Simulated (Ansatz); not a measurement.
SiSe₂ (Ibam, No. 72)

Method: HSE06 in Ansatz (plane waves, PAW).

Settings: plane-wave cutoff 460 eV, 6×6×6 k mesh, Fermi–Dirac smearing 0.01 eV, scalar-relativistic PAW data made under PBE.

Cell (relaxed with PBEsol):

```
Se2Si
1.0
   -3.14898     4.65331     2.92804
    3.14898    -4.65331     2.92804
    3.14898     4.65331    -2.92804
Si Se
2 4
Cartesian
  0.00000   0.00000   4.39206
  0.00000   0.00000   1.46402
  1.29274   1.19331   0.00000
  1.85625   3.46000   2.92804
  1.29274  -1.19331   2.92804
  1.85625   5.84662   0.00000
```

For SiSe₂ (Ibam, No. 72), the band gap is 2.65 eV (on the SCF k mesh) (indirect) and the smallest direct gap on the k points sampled is 2.72 eV. The direct gap at Γ comes out as 4.22 eV.

Note: cell and atoms aren't relaxed at this level.

Spin–orbit coupling is not included.

Ansatz is a quantum-chemistry and plane-wave program.
